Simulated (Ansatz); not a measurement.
**CHSi (sextet): wave-function methods side by side, def2-QZVPP**

One table from this session's results is given with a row withheld; the runs are named, their logs left out.

Computed with Ansatz 0.2.0, Gaussian basis. Level: def2-QZVPP, core rule «outside noble gas», up to 6 orbitals frozen.

To be run: UHF; ROHF; CCSD(T) on UHF.

### The geometry

The geometry is a PBE0/def2-TZVP stationary point (not a proven minimum) of the parent state, kept for this charge and spin.

3 atoms, charge 0, spin multiplicity 6.

Atoms are counted from 1 here; the program's logs count them from 0.

Bond lengths: Si1–C2 1.840 Å, Si1–H3 1.533 Å. Angles: C2–Si1–H3 97.9°.

Coordinates:

```xyz
3
charge 0, multiplicity 6
Si    0.00000   -0.08323    0.52723
C     0.00000    0.07622   -1.30575
H     0.00000    1.41090    0.86854
```

Set-up of the first run:

in.yaml reads:

```yaml
crystal:
  periodic: [false, false, false]
  atoms:
    - {symbol: Si, position_ang: [0.000000, -0.083231, 0.527232]}
    - {symbol: C, position_ang: [0.000000, 0.076222, -1.305753]}
    - {symbol: H, position_ang: [0.000000, 1.410897, 0.868536]}
basis:
  gaussian: {orbitals: "def2-QZVPP.json"}
magnetization: {spin_polarized: true, initial_magnetization: 5}
hamiltonian: {xc: hf}
output: {orbitals: {seedname: orbitals}}
```

The run is started by

```
$ ansatz run in.yaml --threads 1 --pin off --events-out ev --progress --plain --max-ram 4096MiB --backend cpu
```

Among the steps run: UHF; ROHF; CCSD(T) on UHF.

One of the session's tables, all rows but one given; the rest of the session is left out.

It belongs to the step «Misses and costs». 

```
  method  from UCCSD(T) (meV)
    ROHF              +5223.5
     UHF              +5137.1
    UMP2                    ?
   UCCSD               +197.6
UCCSD(T)                    0
```

Estimate the missing values for UMP2.

**Answer.** from UCCSD(T) (meV): +974.5. In the column «from UCCSD(T) (meV)» it lies between UCCSD (+197.6) and UHF (+5137.1).
